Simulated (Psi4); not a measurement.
# [PO2]+ (SMILES O=[P+]=O): CCSD(T)/6-311+G(d,p) (ints tolerance 1e-08, sweep point 4)

What is the vertical ionisation energy of [PO2]+ at CCSD(T)/6-311+G** (ints tolerance 1e-08, sweep point 4)? The job is set up through a Python script.

The calculation is run with Psi4 1.11.

4 further runs of the same task are left out: 2 that didn't finish, 2 set aside as unsound or not needed.

## (1) Starting point

The species is [PO2]+ (3 atoms), meant as a singlet with charge +1. As SMILES, `O=[P+]=O`. The coordinates come from a GFN2-xTB relaxation.

Bond lengths: O1–P2 1.407 Å, P2–O3 1.408 Å. Angles: O1–P2–O3 179.9°.

## (2) The energy at CCSD(T)/6-311+G(d,p) (ints tolerance 1e-08, sweep point 4)

job.py

```python
import psi4

psi4.set_memory('1600 MB')
psi4.set_num_threads(1)
psi4.core.set_output_file('o2p.out', False)

m = psi4.geometry("""
1 1
O      0.792290     1.025900     0.548180
P      0.000230    -0.000210     0.000340
O     -0.792520    -1.025690    -0.548520
symmetry c1
""")

psi4.set_options({
    'reference': 'rhf',
    'puream': True,
    'scf_type': 'direct',
    'num_frozen_docc': 7,
    'ints_tolerance': 1e-08,
    'maxiter': 60,
})

E = psi4.energy('ccsd(t)/6-311+G**')
print(f'ccsd(t)/6-311+G** energy: {E:.10f} Eh')
```

Started as:

```bash
$ python job.py
```

o2p.out, shortened:

```text
[...]
  Running in c1 symmetry.
[...]
  Nuclear repulsion =  102.269076955648416
[...]
  Multiplicity = 1
[...]
  Nalpha       = 15
  Nbeta        = 15
[...]
    Number of basis functions: 74
[...]
   @DF-RHF iter   1:  -489.91422789737595    3.25395e-02   8.52728e-03 DIIS/ADIIS
[...]
   @RHF iter  18:  -490.08536837655100   -8.01492e-12   4.56318e-09 DIIS
[...]
    Orbital Energies [Eh]
    ---------------------
    Doubly Occupied:
       1A    -80.461024     2A    -20.962820     3A    -20.962796
       4A     -7.998739     5A     -5.895109     6A     -5.893669
       7A     -5.893669     8A     -1.772544     9A     -1.720635
      10A     -1.061588    11A     -0.950902    12A     -0.944431
      13A     -0.944431    14A     -0.868692    15A     -0.868692
[...]
  @RHF Final Energy:  -490.08536837655100
   => Energetics <=
    Nuclear Repulsion Energy =            102.2690769556484156
    One-Electron Energy =                -870.3094073066092733
    Two-Electron Energy =                 277.9549619744098550
    Total Energy =                       -490.0853683765510027
[...]
 Multipole Moments:
 ------------------------------------------------------------------------------------
     Multipole            Electronic (a.u.)      Nuclear  (a.u.)        Total (a.u.)
 ------------------------------------------------------------------------------------
 L = 1.  Multiply by 2.5417464519 to convert [e a0] to [Debye]
 Dipole X            :         -0.0017599            0.0002887           -0.0014712
 Dipole Y            :         -0.0009484            0.0001527           -0.0007957
 Dipole Z            :          0.0000000            0.0000000            0.0000000
 Magnitude           :                                                    0.0016726
[...]
      * MP2 total energy                      = -490.614070785956358
[...]
      * CCSD total energy                     = -490.600333582105407
[...]
      * CCSD(T) total energy                  = -490.627413940726797
```

Standard output:

```text
ccsd(t)/6-311+G** energy: -490.6274139407 Eh
```

Run time: 11 s. Hardware: 1 thread of Intel Xeon Platinum 8488C (Sapphire Rapids), shared host; peak memory 0.37 GiB.

## (3) Doublet [PO2]2+ at the same level

job.py

```python
import psi4

psi4.set_memory('1600 MB')
psi4.set_num_threads(1)
psi4.set_output_file('run.log', False)

molecule = psi4.geometry("""
2 2
O      0.792290     1.025900     0.548180
P      0.000230    -0.000210     0.000340
O     -0.792520    -1.025690    -0.548520
units angstrom
symmetry c1
""")

psi4.set_options({
    'basis': '6-311+G**',
    'reference': 'uhf',
    'puream': True,
    'scf_type': 'direct',
    'num_frozen_docc': 7,
    'ints_tolerance': 1e-08,
    'maxiter': 150,
})

e, wfn = psi4.energy("ccsd(t)", molecule=molecule, return_wfn=True)
print(f'ccsd(t) energy: {e:.10f} Eh')
```

Started as:

```bash
$ python job.py
```

run.log, shortened:

```text
[...]
  Running in c1 symmetry.
[...]
  Nuclear repulsion =  102.269076955648416
[...]
  Multiplicity = 2
[...]
  Nalpha       = 15
  Nbeta        = 14
[...]
    Number of basis functions: 74
[...]
   @DF-UHF iter   1:  -489.11254078763147    8.34227e-01   7.11124e-03 DIIS/ADIIS
[...]
   @UHF iter  33:  -489.31300659154448   -1.87583e-12   3.74351e-09 DIIS
[...]
   @S^2 Observed:                1.110930673E+00
[...]
    Orbital Energies [Eh]
    ---------------------
    Alpha Occupied:
       1A    -80.789613     2A    -21.374856     3A    -21.374653
       4A     -8.329357     5A     -6.230409     6A     -6.224800
       7A     -6.216093     8A     -2.187311     9A     -2.149028
      10A     -1.428641    11A     -1.376211    12A     -1.349810
      13A     -1.346493    14A     -1.315331    15A     -1.274231
    Alpha Virtual:
      16A     -0.609360    17A     -0.509627    18A     -0.506430
      19A     -0.266389    20A     -0.240310    21A     -0.237643
      22A     -0.237436    23A     -0.140491    24A     -0.132334
      25A     -0.128423    26A     -0.109904    27A     -0.047638
[...]
  @UHF Final Energy:  -489.31300659154448
   => Energetics <=
    Nuclear Repulsion Energy =            102.2690769556484156
    One-Electron Energy =                -859.2962440807691564
    Two-Electron Energy =                 267.7141605335762620
    Total Energy =                       -489.3130065915444789
  UHF NO Occupations:
  HONO-2 :   13  A 1.9904732
  HONO-1 :   14  A 1.8236979
[...]
 Multipole Moments:
 ------------------------------------------------------------------------------------
     Multipole            Electronic (a.u.)      Nuclear  (a.u.)        Total (a.u.)
 ------------------------------------------------------------------------------------
 L = 1.  Multiply by 2.5417464519 to convert [e a0] to [Debye]
 Dipole X            :          0.0030843            0.0002887            0.0033729
 Dipole Y            :          0.0007824            0.0001527            0.0009351
 Dipole Z            :         -0.0000000            0.0000000           -0.0000000
 Magnitude           :                                                    0.0035001
[...]
      * MP2 total energy                      = -489.748773733074415
[...]
      * CCSD total energy                     = -489.787573203715510
[...]
      * CCSD(T) total energy                     = -489.811754052014578
```

On the terminal:

```text
ccsd(t) energy: -489.8117540520 Eh
```

Run time: 30 s. Hardware: 1 thread of Intel Xeon Platinum 8488C (Sapphire Rapids), shared host; peak memory 0.41 GiB.

## (4) What came out

Level: CCSD(T)/6-311+G** (ints tolerance 1e-08, sweep point 4), 7 core orbitals frozen.

| quantity | value |
| --- | --- |
| singlet [PO2]+: total energy | -490.62741 Eh |
| singlet [PO2]+: HOMO energy (Hartree–Fock orbitals) | -23.64 eV |
| singlet [PO2]+: LUMO energy (Hartree–Fock orbitals) | -8.48 eV |
| singlet [PO2]+: HOMO–LUMO gap (Hartree–Fock orbitals) | 15.16 eV |
| singlet [PO2]+: correlation energy (7 core orbitals frozen) | -542.0 mEh |
| singlet [PO2]+: (T) correction | -27.08 mEh |
| singlet [PO2]+: T1 diagnostic | 0.026 |
| doublet [PO2]2+: total energy | -489.81175 Eh |
| doublet [PO2]2+: HOMO energy (Hartree–Fock orbitals) (highest over α and β) | -30.93 eV |
| doublet [PO2]2+: LUMO energy (Hartree–Fock orbitals) (lowest over α and β) | -18.86 eV |
| doublet [PO2]2+: correlation energy (7 core orbitals frozen) | -498.7 mEh |
| doublet [PO2]2+: (T) correction | -24.18 mEh |
| doublet [PO2]2+: ⟨S²⟩ of the reference determinant | 1.111 |
| doublet [PO2]2+: T1 diagnostic | 0.082 |
| vertical ionisation energy (to the doublet dication) | 22.195 eV |

The vertical ionisation energy comes to 22.20 eV (2142 kJ/mol). The T1 diagnostic (singlet [PO2]+) of 0.026 is above the customary mark for such species, so a single reference may not serve. The triples (singlet [PO2]+) make up 5.0 % of the correlation energy. ⟨S²⟩ (doublet [PO2]2+) is 1.11 where a pure doublet has 0.75: the reference is spin-contaminated. The T1 diagnostic (doublet [PO2]2+) of 0.082 is above the customary mark for such species, so a single reference may not serve. The triples (doublet [PO2]2+) make up 4.8 % of the correlation energy.
